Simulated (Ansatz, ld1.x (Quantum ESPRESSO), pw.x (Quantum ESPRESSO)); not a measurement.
# barium: one change to the TM potential, in the atom and in the bcc crystal

ld1.x (Quantum ESPRESSO) 7.5 input, shortened:

```
&input
   title='Ba', zed=56., rel=1, dft='PBE', iswitch=3,
   config='[Xe] 5d0 6s2 6p0'
 /
 &inputp
   pseudotype=2, tm=.true., lloc=0,
   nlcc=.true., new_core_ps=.true.
 /
3
6P  2  1   0.00   0.00  4.20  4.20  0.0
5D  3  2   0.00   0.00  4.20  4.20  0.0
6S  1  0   2.00   0.00  3.45  3.45  0.0
 &test
   configts(1)='5d0 6s2 6p0'
 /
```

Change: all radii but the core radius scaled by about 1.18 (s 4.06, p 4.94, d 4.94 bohr).

Cutoffs, loose and tight: the cutoffs (Ry, on a coarse ladder) from which the occupation-weighted sum of valence levels, in a spherical-Bessel basis at the reference potential, stays within 10 and 1 mRy of its value at 400 Ry. They do not see the model core or the augmentation charge, which bear on the density cutoff. Test errors are all-electron minus pseudo excitation energies from the reference, over the configurations 5d0 6s1 6p0; 5d0 6s1.5 6p0; 5d0 6s1 6p1; 5d1 6s1 6p0; 5d0 6s0 6p1; 5d1 6s0 6p0; 5d0.5 6s1.5 6p0; variants that change the core or the reference have their own tests.

Crystal test: bcc Ba in pw.x 7.5, no spin, 9³ k-points, Fermi–Dirac smearing 0.01 Ry, cutoffs set for each file from its atomic test. The reference is all-electron LAPW (Ansatz 0.2.0) with the same functional, mesh and smearing; V0 and B0 come from Birch–Murnaghan fits to the pressures at five volumes. Errors are pseudo minus all-electron; Δ is the rms difference of the E(V) curves that follow from these fits, minima aligned, over ±6 % about the mean V0. Mesh and smearing are coarse, so the numbers serve the comparison and aren't converged zero-temperature values; the lattice is a test structure that the element need not adopt.

All-electron: a0 = 5.031 Å (V0 = 63.67 Å³/atom), B0 = 8.4 GPa.

**Question.** Does the change bring the crystal closer to the all-electron result?

**Answer.** The mean pressure error goes from +0.39 to +0.32 GPa, so the change moves the solid closer to the all-electron pressures.

| quantity | base | changed |
| --- | --- | --- |
| outcome (atom) | generated | generated |
| cutoff, loose (atom) | 6 Ry | 6 Ry |
| cutoff, tight (atom) | 8 Ry | 6 Ry |
| bound ghosts (atom) | none | none |
| largest test error (meV) (atom) | -52 | -37 |
| cutoffs in pw.x (Ry) | 50/200 | 50/200 |
| a0 (Å) | 5.098 | 5.088 |
| a0 error (%) | +1.33 | +1.13 |
| B0 error (%) | +8.4 | +5.6 |
| Δ (meV/atom) | 5.0 | 4.2 |
| mean pressure error (GPa) | +0.39 | +0.32 |

Base: This is a poor potential for the solid. Changed file: The largest radius (4.94 bohr) exceeds half the bond length (4.12 bohr), so the spheres overlap, which is one possible source of error among others. This is a poor potential for the solid. The atomic cutoffs weigh occupied waves only.
